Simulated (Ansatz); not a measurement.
**AlH7OSi (built from SMILES [OH][AlH2].[SiH4]): a barrier at many levels of theory**

How high is the barrier of this step (Al1–Si6 formed, O2–H5 formed, Al1–O2 loosened, H5–Si6 broken), and how far do cheaper methods land from CCSD(T)?

Program: Ansatz 0.2.0, Gaussian basis. Level of theory: single points in def2-TZVPP on PBE0-D4/def2-TZVP structures. These are calculated values, not measurements.

Levels: SPW92, PBE-D4, BLYP-D4, r2SCAN-D4, B97M-V, PBE0-D4, B3LYP-D4, r2SCAN0-D4, BHLYP-D4, CAM-B3LYP-D4, wB97X-V, wB97M-V, B2PLYP, PBE-QIDH, RPA on PBE, Hartree-Fock, MP2, CCSD, CCSD(T). The reference is CCSD(T) at the basis limit, from triple and quadruple zeta. Zero-point energies come from PBE0-D4 vibrations.

Cores are frozen in the correlated methods. B3LYP uses VWN-RPA correlation. B2PLYP carries no dispersion term here.

81 further runs of the same task are left out: 1 that didn't finish, 80 set aside as unsound or not needed.

## (1) Start, saddle and end, as given

Charge 0, multiplicity 1. The folders r, ts and p hold the start, the saddle and the end; their coordinates stand in the first inputs.

| pair | r (Å) | ts (Å) | p (Å) |
| --- | --- | --- | --- |
| Al1–Si6 | 3.140 | 2.659 | 2.473 |
| O2–H5 | 2.909 | 1.248 | 0.967 |
| Al1–O2 | 1.704 | 1.854 | 2.030 |
| H5–Si6 | 1.509 | 1.905 | 2.911 |

## (2) SPW92/def2-TZVPP

File r/in.yaml:

```yaml
crystal:
  periodic: [false, false, false]
  atoms:
    - {symbol: Al, position_ang: [0.543631, -1.206075, -0.672957]}
    - {symbol: O, position_ang: [1.115703, -0.245231, -1.958847]}
    - {symbol: H, position_ang: [-1.020647, -1.460562, -0.657734]}
    - {symbol: H, position_ang: [1.564599, -2.006890, 0.240185]}
    - {symbol: H, position_ang: [0.398484, 0.256213, 0.814989]}
    - {symbol: Si, position_ang: [-0.890702, 1.012416, 1.024652]}
    - {symbol: H, position_ang: [2.047082, -0.093807, -2.108313]}
    - {symbol: H, position_ang: [-0.514133, 2.178820, 1.861153]}
    - {symbol: H, position_ang: [-1.417294, 1.443592, -0.286876]}
    - {symbol: H, position_ang: [-1.826721, 0.121523, 1.743846]}
basis:
  gaussian: {orbitals: def2-TZVPP}
hamiltonian: {xc: lda}
```

File ts/in.yaml:

```yaml
crystal:
  periodic: [false, false, false]
  atoms:
    - {symbol: Al, position_ang: [0.208813, -1.217418, -0.429483]}
    - {symbol: O, position_ang: [1.077953, 0.005816, -1.518449]}
    - {symbol: H, position_ang: [-1.046616, -1.887877, -1.112736]}
    - {symbol: H, position_ang: [1.197684, -1.931092, 0.581442]}
    - {symbol: H, position_ang: [0.445340, 0.597905, -0.620695]}
    - {symbol: Si, position_ang: [-0.746572, 0.921582, 0.829200]}
    - {symbol: H, position_ang: [2.026773, 0.131173, -1.412755]}
    - {symbol: H, position_ang: [0.069181, 1.773916, 1.738049]}
    - {symbol: H, position_ang: [-1.850880, 1.736284, 0.255181]}
    - {symbol: H, position_ang: [-1.381676, -0.130289, 1.690345]}
basis:
  gaussian: {orbitals: def2-TZVPP}
hamiltonian: {xc: lda}
```

File p/in.yaml:

```yaml
crystal:
  periodic: [false, false, false]
  atoms:
    - {symbol: Al, position_ang: [0.217488, -1.197968, -0.089056]}
    - {symbol: O, position_ang: [0.747730, 0.044879, -1.603840]}
    - {symbol: H, position_ang: [-0.694670, -2.278724, -0.816786]}
    - {symbol: H, position_ang: [1.700346, -1.609415, 0.348247]}
    - {symbol: H, position_ang: [0.496239, 0.952187, -1.382856]}
    - {symbol: Si, position_ang: [-0.870281, 0.634027, 1.167291]}
    - {symbol: H, position_ang: [1.690527, 0.036954, -1.802124]}
    - {symbol: H, position_ang: [-0.282938, 0.978455, 2.495151]}
    - {symbol: H, position_ang: [-0.655856, 1.879139, 0.332901]}
    - {symbol: H, position_ang: [-2.348585, 0.560467, 1.351171]}
basis:
  gaussian: {orbitals: def2-TZVPP}
hamiltonian: {xc: lda}
```

One command serves all of them, each in its own folder.

On the command line:

```
ansatz run in.yaml --threads 2 --pin off --events-out ev --progress --plain --max-ram 4352MiB
```

Output in r (excerpt; [...] marks lines left out):

```text
Functional definition: SPW92
  name "SPW92"
  cite "Dirac, Proc. Camb. Phil. Soc. 26, 376 (1930) doi:10.1017/S0305004100016108"
  cite "Slater, Phys. Rev. 81, 385 (1951) doi:10.1103/PhysRev.81.385"
  cite "Perdew & Wang, Phys. Rev. B 45, 13244 (1992) doi:10.1103/PhysRevB.45.13244"
[...]
1121 factors; their error is unknown
[...]
mean field -16560.71406736 eV, -608.5950167202 hartree, gradient 8.8e-5 eV, S^2 0.000000; 0 other end points of the search recorded, 0 dependent functions left out
reference -16560.71411538 eV, -608.5950184851 hartree; 21, 21 occupied and 192, 192 virtual orbitals, 1121 factors
Total energy: -16560.71411538 eV, -608.5950184851 hartree
```

ts printed (excerpt; [...] marks lines left out):

```text
[... 5 set-up lines as earlier in the session ...]
[...]
1121 factors; their error is unknown
[...]
mean field -16559.75224736 eV, -608.5596704871 hartree, gradient 3.5e-5 eV, S^2 0.000000; 0 other end points of the search recorded, 0 dependent functions left out
reference -16559.75229456 eV, -608.5596722219 hartree; 21, 21 occupied and 192, 192 virtual orbitals, 1121 factors
Total energy: -16559.75229456 eV, -608.5596722219 hartree
```

Log of p (excerpt; [...] marks lines left out):

```text
[... 5 set-up lines as earlier in the session ...]
[...]
1121 factors; their error is unknown
[...]
mean field -16560.29738589 eV, -608.5797039586 hartree, gradient 4.3e-5 eV, S^2 0.000000; 0 other end points of the search recorded, 0 dependent functions left out
reference -16560.29743287 eV, -608.5797056850 hartree; 21, 21 occupied and 192, 192 virtual orbitals, 1121 factors
Total energy: -16560.29743287 eV, -608.5797056850 hartree
```

Wall times: 1.3 s (r), 1.4 s (ts), 1.4 s (p) on 2 threads of Arm Neoverse V1, shared host.

Barrier 92.8 kJ/mol; end less start +40.2 kJ/mol.

## (3) PBE-D4/def2-TZVPP

The same edit goes into each in.yaml of step 2 (r, ts, p):

```diff
-hamiltonian: {xc: lda}
+hamiltonian: {xc: pbe, dispersion: d4}
```

One command serves all of them, each in its own folder.

On the command line:

```
ansatz run in.yaml --threads 2 --pin off --events-out ev --progress --plain --max-ram 4352MiB
```

Log of r (excerpt; [...] marks lines left out):

```text
Functional definition: PBE
  name "PBE"
  cite "Perdew, Burke & Ernzerhof, Phys. Rev. Lett. 77, 3865 (1996) doi:10.1103/PhysRevLett.77.3865"
  parent pbe
[...]
1121 factors; their error is unknown
[...]
mean field -16627.18027079 eV, -611.0376046438 hartree, gradient 7.1e-5 eV, S^2 0.000000; 0 other end points of the search recorded, 0 dependent functions left out
reference -16627.18032200 eV, -611.0376065259 hartree; 21, 21 occupied and 192, 192 virtual orbitals, 1121 factors
Total energy: -16627.34224633 eV, -611.0435571352 hartree
```

Log of ts (excerpt; [...] marks lines left out):

```text
[... 4 set-up lines as earlier in the session ...]
[...]
1121 factors; their error is unknown
[...]
mean field -16625.98739576 eV, -610.9937672953 hartree, gradient 2.6e-5 eV, S^2 0.000000; 0 other end points of the search recorded, 0 dependent functions left out
reference -16625.98744599 eV, -610.9937691410 hartree; 21, 21 occupied and 192, 192 virtual orbitals, 1121 factors
Total energy: -16626.15688786 eV, -610.9999960150 hartree
```

Log of p (excerpt; [...] marks lines left out):

```text
[... 4 set-up lines as earlier in the session ...]
[...]
1121 factors; their error is unknown
[...]
mean field -16626.66275893 eV, -611.0185864340 hartree, gradient 3.8e-5 eV, S^2 0.000000; 0 other end points of the search recorded, 0 dependent functions left out
reference -16626.66280904 eV, -611.0185882754 hartree; 21, 21 occupied and 192, 192 virtual orbitals, 1121 factors
Total energy: -16626.82868720 eV, -611.0246841854 hartree
```

They took 2.2 s (r), 2.4 s (ts), 2.2 s (p) on 2 threads of Arm Neoverse V1, shared host.

At this level: barrier 114.4 kJ/mol, step energy +49.6 kJ/mol.

## (4) BLYP-D4/def2-TZVPP

Each input of step 3 (r, ts, p) changes in the same lines:

```diff
-hamiltonian: {xc: pbe, dispersion: d4}
+hamiltonian: {xc: {name: BLYP}, dispersion: d4}
```

Each run has its own folder and the same command.

On the command line:

```
ansatz run in.yaml --threads 2 --pin off --events-out ev --progress --plain --max-ram 4352MiB
```

Log of r (excerpt; [...] marks lines left out):

```text
Functional definition: BLYP
  name "BLYP"
  cite "Becke, Phys. Rev. A 38, 3098 (1988) doi:10.1103/PhysRevA.38.3098"
  cite "Lee, Yang & Parr, Phys. Rev. B 37, 785 (1988) doi:10.1103/PhysRevB.37.785"
[...]
1121 factors; their error is unknown
[...]
mean field -16637.08372789 eV, -611.4015499796 hartree, gradient 7.9e-5 eV, S^2 0.000000; 0 other end points of the search recorded, 0 dependent functions left out
reference -16637.08413303 eV, -611.4015648684 hartree; 21, 21 occupied and 192, 192 virtual orbitals, 1121 factors
Total energy: -16637.43284795 eV, -611.4143799050 hartree
```

Log of ts (excerpt; [...] marks lines left out):

```text
[... 4 set-up lines as earlier in the session ...]
[...]
1121 factors; their error is unknown
[...]
mean field -16635.60679082 eV, -611.3472735432 hartree, gradient 2.5e-5 eV, S^2 0.000000; 0 other end points of the search recorded, 0 dependent functions left out
reference -16635.60719192 eV, -611.3472882835 hartree; 21, 21 occupied and 192, 192 virtual orbitals, 1121 factors
Total energy: -16635.97340063 eV, -611.3607462053 hartree
```

Log of p (excerpt; [...] marks lines left out):

```text
[... 4 set-up lines as earlier in the session ...]
[...]
1121 factors; their error is unknown
[...]
mean field -16636.33087924 eV, -611.3738833020 hartree, gradient 4.3e-5 eV, S^2 0.000000; 0 other end points of the search recorded, 0 dependent functions left out
reference -16636.33128478 eV, -611.3738982053 hartree; 21, 21 occupied and 192, 192 virtual orbitals, 1121 factors
Total energy: -16636.68893369 eV, -611.3870415604 hartree
```

Times: 2.2 s (r), 2.6 s (ts), 2.5 s (p) on 2 threads of Arm Neoverse V1, shared host.

At this level: barrier 140.8 kJ/mol, step energy +71.8 kJ/mol.

## (5) r2SCAN-D4/def2-TZVPP

Each input of step 4 (r, ts, p) changes in the same lines:

```diff
-hamiltonian: {xc: {name: BLYP}, dispersion: d4}
+hamiltonian: {xc: r2scan, dispersion: d4}
```

Each run has its own folder and the same command.

On the command line:

```
ansatz run in.yaml --threads 2 --pin off --events-out ev --progress --plain --max-ram 4352MiB
```

Log of r (excerpt; [...] marks lines left out):

```text
Functional definition: r2SCAN
  name "r2SCAN"
  cite "Furness, Kaplan, Ning, Perdew & Sun, J. Phys. Chem. Lett. 11, 8208 (2020) doi:10.1021/acs.jpclett.0c02405"
  cite "Furness, Kaplan, Ning, Perdew & Sun, J. Phys. Chem. Lett. 11, 9248 (2020) doi:10.1021/acs.jpclett.0c03077"
  parent r2scan
[...]
1121 factors; their error is unknown
[...]
mean field -16635.14732115 eV, -611.3303883443 hartree, gradient 1.6e-5 eV, S^2 0.000000; 0 other end points of the search recorded, 0 dependent functions left out
reference -16635.14733650 eV, -611.3303889085 hartree; 21, 21 occupied and 192, 192 virtual orbitals, 1121 factors
Total energy: -16635.18777058 eV, -611.3318748336 hartree
```

Log of ts (excerpt; [...] marks lines left out):

```text
[... 5 set-up lines as earlier in the session ...]
[...]
1121 factors; their error is unknown
[...]
mean field -16633.78941069 eV, -611.2804860553 hartree, gradient 2.4e-5 eV, S^2 0.000000; 0 other end points of the search recorded, 0 dependent functions left out
reference -16633.78942592 eV, -611.2804866150 hartree; 21, 21 occupied and 192, 192 virtual orbitals, 1121 factors
Total energy: -16633.83053418 eV, -611.2819973158 hartree
```

p printed (excerpt; [...] marks lines left out):

```text
[... 5 set-up lines as earlier in the session ...]
[...]
1121 factors; their error is unknown
[...]
mean field -16634.52010448 eV, -611.3073385571 hartree, gradient 2.5e-5 eV, S^2 0.000000; 0 other end points of the search recorded, 0 dependent functions left out
reference -16634.52011953 eV, -611.3073391102 hartree; 21, 21 occupied and 192, 192 virtual orbitals, 1121 factors
Total energy: -16634.56056298 eV, -611.3088253792 hartree
```

Times: 4.2 s (r), 5.5 s (ts), 4.3 s (p) on 2 threads of Arm Neoverse V1, shared host.

Barrier 131.0 kJ/mol; end less start +60.5 kJ/mol.

## (6) B97M-V/def2-TZVPP

Each input of step 5 (r, ts, p) changes in the same lines:

```diff
-hamiltonian: {xc: r2scan, dispersion: d4}
+hamiltonian: {xc: {name: B97M-V}}
```

One command serves all of them, each in its own folder.

On the command line:

```
ansatz run in.yaml --threads 2 --pin off --events-out ev --progress --plain --max-ram 4352MiB
```

Output in r (excerpt; [...] marks lines left out):

```text
Functional definition: B97M-V
  name "B97M-V"
  cite "Mardirossian & Head-Gordon, J. Chem. Phys. 142, 074111 (2015) doi:10.1063/1.4907719"
  cite "Becke, J. Chem. Phys. 107, 8554 (1997) doi:10.1063/1.475007"
  cite "Vydrov & Van Voorhis, J. Chem. Phys. 133, 244103 (2010) doi:10.1063/1.3521275"
  # Of w^i u^j: cxij and so on, Table III.
[...]
  gx(w, u) = cx00 + cx01*u + cx02*u^2 + (cx10 + cx11*u)*w
[...]
  gos(w, u) = cos00 + cos01*u + cos03*u^3 + cos10*w + cos32*w^3*u^2
[...]
      + integral(e_c_pw_mod_opposite_spin*gos(b97_w_opposite, b97_u_opposite)) + vv10(b, c)
1121 factors; their error is unknown
[...]
mean field -16633.68678116 eV, -611.2767144897 hartree, gradient 4.8e-5 eV, S^2 0.000000; 0 other end points of the search recorded, 0 dependent functions left out
reference -16633.68685556 eV, -611.2767172239 hartree; 21, 21 occupied and 192, 192 virtual orbitals, 1121 factors
Total energy: -16633.68685556 eV, -611.2767172239 hartree
```

Log of ts (excerpt; [...] marks lines left out):

```text
[... 5 set-up lines as earlier in the session ...]
  # Of w^i u^j: cxij and so on, Table III.
[...]
  gx(w, u) = cx00 + cx01*u + cx02*u^2 + (cx10 + cx11*u)*w
[...]
  gos(w, u) = cos00 + cos01*u + cos03*u^3 + cos10*w + cos32*w^3*u^2
[...]
      + integral(e_c_pw_mod_opposite_spin*gos(b97_w_opposite, b97_u_opposite)) + vv10(b, c)
1121 factors; their error is unknown
[...]
mean field -16632.18805954 eV, -611.2216374860 hartree, gradient 1.9e-5 eV, S^2 0.000000; 0 other end points of the search recorded, 0 dependent functions left out
reference -16632.18813296 eV, -611.2216401842 hartree; 21, 21 occupied and 192, 192 virtual orbitals, 1121 factors
Total energy: -16632.18813296 eV, -611.2216401842 hartree
```

Log of p (excerpt; [...] marks lines left out):

```text
[... 5 set-up lines as earlier in the session ...]
  # Of w^i u^j: cxij and so on, Table III.
[...]
  gx(w, u) = cx00 + cx01*u + cx02*u^2 + (cx10 + cx11*u)*w
[...]
  gos(w, u) = cos00 + cos01*u + cos03*u^3 + cos10*w + cos32*w^3*u^2
[...]
      + integral(e_c_pw_mod_opposite_spin*gos(b97_w_opposite, b97_u_opposite)) + vv10(b, c)
1121 factors; their error is unknown
[...]
mean field -16633.06619581 eV, -611.2539083989 hartree, gradient 1.9e-5 eV, S^2 0.000000; 0 other end points of the search recorded, 0 dependent functions left out
reference -16633.06626871 eV, -611.2539110777 hartree; 21, 21 occupied and 192, 192 virtual orbitals, 1121 factors
Total energy: -16633.06626871 eV, -611.2539110777 hartree
```

Times: 11 s (r), 9.5 s (ts), 10 s (p) on 2 threads of Arm Neoverse V1, shared host.

At this level: barrier 144.6 kJ/mol, step energy +59.9 kJ/mol.

## (7) PBE0-D4/def2-TZVPP

Each input of step 6 (r, ts, p) changes in the same lines:

```diff
-hamiltonian: {xc: {name: B97M-V}}
+hamiltonian: {xc: pbe0, dispersion: d4}
+output: {orbitals: {seedname: orbitals}}
```

One command serves all of them, each in its own folder.

On the command line:

```
ansatz run in.yaml --threads 2 --pin off --events-out ev --progress --plain --max-ram 4352MiB
```

Log of r (excerpt; [...] marks lines left out):

```text
Functional definition: PBE0
  name "PBE0"
  cite "Adamo & Barone, J. Chem. Phys. 110, 6158 (1999) doi:10.1063/1.478522"
[... 2 set-up lines as earlier in the session ...]
[...]
1155 factors; their error is unknown
[...]
mean field -16628.80987594 eV, -611.0974915285 hartree, gradient 4.4e-5 eV, S^2 0.000000; 0 other end points of the search recorded, 0 dependent functions left out
reference -16628.80991405 eV, -611.0974929293 hartree; 21, 21 occupied and 192, 192 virtual orbitals, 1155 factors
Total energy: -16628.94801738 eV, -611.1025681330 hartree
```

ts printed (excerpt; [...] marks lines left out):

```text
[... 5 set-up lines as earlier in the session ...]
[...]
1155 factors; their error is unknown
[...]
mean field -16627.45492279 eV, -611.0476979189 hartree, gradient 6.2e-5 eV, S^2 0.000000; 0 other end points of the search recorded, 0 dependent functions left out
reference -16627.45496013 eV, -611.0476992908 hartree; 21, 21 occupied and 192, 192 virtual orbitals, 1155 factors
Total energy: -16627.59887070 eV, -611.0529879069 hartree
```

Log of p (excerpt; [...] marks lines left out):

```text
[... 5 set-up lines as earlier in the session ...]
[...]
1155 factors; their error is unknown
[...]
mean field -16628.30363614 eV, -611.0788875591 hartree, gradient 4.3e-5 eV, S^2 0.000000; 0 other end points of the search recorded, 0 dependent functions left out
reference -16628.30367356 eV, -611.0788889344 hartree; 21, 21 occupied and 192, 192 virtual orbitals, 1155 factors
Total energy: -16628.44486825 eV, -611.0840777436 hartree
```

They took 3.2 s (r), 3.3 s (ts), 3 s (p) on 2 threads of Arm Neoverse V1, shared host.

At this level: barrier 130.2 kJ/mol, step energy +48.5 kJ/mol.

Fields of r:

Orbitals, density, ELF and potential are computed afterwards from the orbital file.

Frontier orbitals at PBE0-D4/def2-TZVPP, with the share of their density that lies nearest to each atom:

| orbital | energy (eV) | lies on |
| --- | --- | --- |
| HOMO-1 | -8.81 | O2 70 %; H3, H7 about 7 % each |
| HOMO | -8.11 | H4 45 %; H3 32 %; O2 11 % |
| LUMO | -0.48 | Al1 21 %; H5 18 %; H4, H8 about 12 % each |

ELF in a plane through or near 3 of the atoms.

Values, 10 rows by 14 columns:
```
0.00 0.00 0.00 0.00 0.00 0.00 0.00 0.00 0.00 0.00 0.00 0.00 0.00 0.00
0.00 0.00 0.00 0.00 0.01 0.01 0.01 0.00 0.00 0.00 0.01 0.00 0.00 0.00
0.00 0.00 0.00 0.15 0.26 0.11 0.12 0.03 0.01 0.65 0.94 0.38 0.00 0.00
0.00 0.00 0.02 0.33 0.47 0.11 0.42 0.15 0.14 0.99 1.00 0.98 0.10 0.00
0.00 0.00 0.03 0.14 0.07 0.32 0.07 0.27 0.33 0.52 0.97 0.64 0.03 0.00
0.00 0.00 0.10 0.51 0.74 0.18 0.08 0.58 0.20 0.69 0.20 0.16 0.01 0.00
0.00 0.00 0.22 0.76 0.53 0.84 0.11 0.11 0.53 0.33 0.56 0.51 0.07 0.00
0.00 0.00 0.15 0.63 0.57 0.49 0.05 0.01 0.24 0.21 0.16 0.17 0.01 0.00
0.00 0.00 0.01 0.06 0.07 0.06 0.00 0.00 0.01 0.01 0.01 0.00 0.00 0.00
0.00 0.00 0.00 0.00 0.00 0.00 0.00 0.00 0.00 0.00 0.00 0.00 0.00 0.00
```
The map spans 10.4 Å across and 8.0 Å up, centred on the molecule. Atoms in the plane (x, y in Å): Al1 (-1.4, 0.6), Si6 (1.7, -0.2), H10 (2.2, 1.1).

log10 of the density (e/Å³) in the same plane.

Ten even steps from '0' (-4.0) to '9' (1.9):
```
0000000000000000000000000000
0000000011111000000000000000
0000001122222111111111000000
0000112233333222222222110000
0000122334443332233333221000
0001223444444433344544321000
0001233455555444455665432100
0001234457775544556765432100
0001234458985555566665432100
0012344567765555678755432100
0012345666655555689755432100
0012446677654455678655432100
0012456777654445566555432100
0012456776654334455544332100
0002345555543233344433321000
0001234444332222233322211000
0000123333321111222222110000
0000011111110000111110000000
0000000000000000000000000000
0000000000000000000000000000
```
The map spans 10.4 Å across and 8.0 Å up, centred on the molecule. Atoms in the plane (x, y in Å): Al1 (-1.4, 0.6), Si6 (1.7, -0.2), H10 (2.2, 1.1).

On the surface of density 0.002 e/bohr³ the electrostatic potential runs, from the 1st to the 99th percentile, from -1.52 V near O2 to 2.15 V near Al1.

Fields of ts:

Orbitals, density, ELF and potential are computed afterwards from the orbital file.

Frontier orbitals at PBE0-D4/def2-TZVPP, with the share of their density that lies nearest to each atom:

| orbital | energy (eV) | lies on |
| --- | --- | --- |
| HOMO-1 | -8.43 | H4 46 %; H3 37 %; Al1 10 % |
| HOMO | -7.27 | Si6 22 %; H5 21 %; O2 20 % |
| LUMO | -1.02 | Al1 22 %; H5 16 %; H3, H4, H10 about 11 % each |

ELF in a plane through or near 3 of the atoms.

Values, 10 rows by 14 columns:
```
0.00 0.00 0.00 0.00 0.00 0.00 0.00 0.00 0.00 0.00 0.00 0.00 0.00 0.00
0.00 0.00 0.00 0.00 0.01 0.02 0.02 0.00 0.00 0.00 0.00 0.00 0.00 0.00
0.00 0.00 0.00 0.04 0.31 0.53 0.39 0.02 0.15 0.87 0.79 0.08 0.00 0.00
0.00 0.00 0.01 0.10 0.31 0.17 0.21 0.10 0.69 1.00 0.97 0.36 0.01 0.00
0.00 0.00 0.00 0.05 0.05 0.72 0.45 0.69 0.62 0.56 0.66 0.14 0.01 0.00
0.00 0.00 0.01 0.17 0.67 0.63 0.31 0.92 0.20 0.76 0.30 0.19 0.02 0.00
0.00 0.00 0.02 0.37 0.84 0.76 0.55 0.76 0.59 0.46 0.49 0.15 0.01 0.00
0.00 0.00 0.02 0.43 0.92 0.58 0.12 0.05 0.08 0.14 0.18 0.04 0.00 0.00
0.00 0.00 0.00 0.01 0.04 0.02 0.00 0.00 0.00 0.00 0.00 0.00 0.00 0.00
0.00 0.00 0.00 0.00 0.00 0.00 0.00 0.00 0.00 0.00 0.00 0.00 0.00 0.00
```
The map spans 9.6 Å across and 8.7 Å up, centred on the molecule. Atoms in the plane (x, y in Å): Al1 (-1.1, 0.7), Si6 (1.4, -0.1), H7 (-1.9, -1.6).

On the surface of density 0.002 e/bohr³ the electrostatic potential runs, from the 1st to the 99th percentile, from -0.68 V near O2 to 2.73 V near H7.

Fields of p:

The fields below are evaluated on a grid from the run's orbitals.

Frontier orbitals at PBE0-D4/def2-TZVPP, with the share of their density that lies nearest to each atom:

| orbital | energy (eV) | lies on |
| --- | --- | --- |
| HOMO | -7.04 | Si6 35 %; Al1 22 %; H3 12 % |
| LUMO | -0.85 | H7 28 %; H5 17 %; Al1 16 % |

ELF in a plane through or near 5 of the atoms.

Values, 10 rows by 14 columns:
```
0.00 0.00 0.00 0.00 0.00 0.00 0.00 0.00 0.00 0.00 0.00 0.00 0.00 0.00
0.00 0.00 0.00 0.00 0.01 0.06 0.04 0.00 0.00 0.00 0.00 0.00 0.00 0.00
0.00 0.00 0.00 0.03 0.32 0.70 0.57 0.10 0.04 0.01 0.00 0.00 0.00 0.00
0.00 0.00 0.00 0.05 0.39 0.36 0.11 0.25 0.73 0.22 0.24 0.17 0.01 0.00
0.00 0.00 0.00 0.01 0.06 0.11 0.74 0.59 0.84 0.15 0.83 0.63 0.12 0.00
0.00 0.00 0.00 0.11 0.61 0.89 0.30 0.67 0.35 0.51 0.38 0.32 0.05 0.00
0.00 0.00 0.01 0.57 0.83 0.75 0.82 0.09 0.98 1.00 0.66 0.05 0.00 0.00
0.00 0.00 0.00 0.11 0.17 0.43 0.66 0.05 0.99 1.00 0.84 0.05 0.00 0.00
0.00 0.00 0.00 0.00 0.00 0.01 0.01 0.01 0.37 0.55 0.10 0.00 0.00 0.00
0.00 0.00 0.00 0.00 0.00 0.00 0.00 0.00 0.00 0.00 0.00 0.00 0.00 0.00
```
The map spans 10.2 Å across and 8.9 Å up, centred on the molecule. Atoms in the plane (x, y in Å): Al1 (-0.7, 1.0), O2 (-1.5, -0.8), H5 (-0.8, -1.5), Si6 (1.6, 0.1), H9 (1.4, -1.4).

On the surface of density 0.002 e/bohr³ the electrostatic potential runs, from the 1st to the 99th percentile, from -0.87 to 3.40 V.

[end of part 1 of 3]
